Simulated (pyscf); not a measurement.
Four-centre exchange: TeH₂ (SMILES [TeH2]) + GeH₄ (SMILES [GeH4]) → H₃Ge–TeH (SMILES [GeH3][TeH]) + H₂ (SMILES [H][H])

Gas phase, singlet surface, charge 0. Bonds broken: Te1–H2, Ge4–H5. Bonds formed: Te1–Ge4, H2–H5. PySCF, gas phase, ωB97X-D3(BJ)/def2-SVP geometries.

Transition state (Å):

```xyz
8

Te    -0.8049     1.9534    -0.8219
H      0.0366     0.0458    -1.0395
H      0.5059     2.3252     0.1274
Ge    -0.9355    -0.7585     0.4961
H      0.2607    -0.8390    -0.8766
H     -0.3154    -2.1553     0.7907
H     -2.2986    -0.9401    -0.1592
H     -0.8047     0.0309     1.7985
```

One imaginary mode, 1470i cm⁻¹; descent along it reached the two sides named.

```
bond     change  reactant side (Å)  saddle  product side
-------  ------  -----------------  ------  ------------
Te1–H2   breaks              1.656   2.096           3.4
Ge4–H5   breaks              1.535   1.822           3.6
Te1–Ge4   forms                4.0     3.0         2.533
H2–H5     forms                3.4   0.927         0.761
```

Electronic energies relative to the separated reactants (kcal/mol):

```tsv
level	barrier	reaction energy	reverse barrier
ωB97X-D3(BJ)/def2-TZVP	50.7	-15.3	66.0
PBE/def2-TZVP	43.4	-10.1	53.5
r²SCAN/def2-TZVP	46.5	-10.7	57.2
B3LYP-D3(BJ)/def2-TZVP	48.7	-10.3	59.0
PBE0-D3(BJ)/def2-TZVP	46.0	-10.9	56.9
M06-2X/def2-TZVP	48.0	-12.7	60.7
ωB97M-D3(BJ)/def2-TZVP	53.8	-8.5	62.3
HF/def2-TZVP	69.1	-5.9	75.0
```

With ωB97M-D3(BJ)/def2-TZVP energies and thermal terms (ideal gas, 1 atm, RRHO with modes under 100 cm⁻¹ raised to 100, one conformer, R ln 2 for chiral ones without a mode under 150 cm⁻¹), in kcal/mol:

```tsv
T (K)	ΔH‡	ΔG‡	ΔH	ΔG
298	52.9	61.4	-8.8	-8.4
600	53.5	69.8	-7.5	-8.6
900	54.3	77.7	-6.7	-9.3
1200	55.2	85.4	-6.2	-10.2
```

This is the saddle that the search found; another between the same sides may lie lower. Elements up to Kr have no core potential and no relativistic terms here. Elements past Kr carry the def2 core potentials, without spin-orbit coupling.
